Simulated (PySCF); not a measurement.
dimethylketene, C₄H₆O, SMILES CC(C)=C=O, point group C2v.

Force field and properties: PBE0/pcSseg-1 (PySCF, grid level 2). Vibrational terms come from second-order perturbation theory with semi-diagonal cubic constants, by steps of ±0.6 along the normal coordinates of each isotopologue. The parent has the commonest isotopes.

Equilibrium geometry (Å):

```json
{"atom": "C1", "x": "1.2442", "y": "-0.5692", "z": "-0.1037"}
{"atom": "C2", "x": "0.0360", "y": "0.3072", "z": "0.0871"}
{"atom": "C3", "x": "-1.3326", "y": "-0.2593", "z": "-0.1776"}
{"atom": "C4", "x": "0.1742", "y": "1.5500", "z": "0.4799"}
{"atom": "O5", "x": "0.2972", "y": "2.6560", "z": "0.8294"}
{"atom": "H6", "x": "1.3021", "y": "-0.9262", "z": "-1.1408"}
{"atom": "H7", "x": "2.1784", "y": "-0.0461", "z": "0.1209"}
{"atom": "H8", "x": "1.1889", "y": "-1.4501", "z": "0.5500"}
{"atom": "H9", "x": "-1.5259", "y": "-1.1218", "z": "0.4744"}
{"atom": "H10", "x": "-1.4134", "y": "-0.6024", "z": "-1.2179"}
{"atom": "H11", "x": "-2.1272", "y": "0.4726", "z": "-0.0058"}
```

(1) Give the equilibrium and ground-state rotational constants (MHz) of parent; ²H at 6.

(2) How is the parent's vibrational correction B0 − Be made up?

(3) And its quartic centrifugal distortion constants from the harmonic force field?

A mode lies under 250 cm⁻¹, where this perturbation treatment is rough. Internal rotors are held in one well.

Results:

(1) 
| species | Ae | Be | Ce | A0 | B0 | C0 | Δ0 (u Å²) | harmonic ZPE (cm⁻¹) |
| --- | --- | --- | --- | --- | --- | --- | --- | --- |
| parent | 8333 | 3891.2 | 2743.9 | 8266.3 | 3886.4 | 2731 | -6.127 | 19687 |
| ²H at 6 | 7999.5 | 3768.1 | 2667.1 | 7939.7 | 3762.3 | 2654.4 | -7.583 | 18994 |

Δ0 = Ic − Ia − Ib from the ground-state constants.

(2) 
| axis | harmonic | Coriolis | cubic | total (MHz) |
| --- | --- | --- | --- | --- |
| a | 21.2 | -17.2 | -70.6 | -66.7 |
| b | 6.84 | -5.61 | -6.04 | -4.8 |
| c | 1.12 | -2.1 | -11.8 | -12.8 |

(3) Asymmetric top, A reduction, Ir representation: ΔJ = 0.623 kHz, ΔJK = 12.9 kHz, ΔK = -3.65 kHz, δJ = 0.224 kHz, δK = 7.68 kHz.
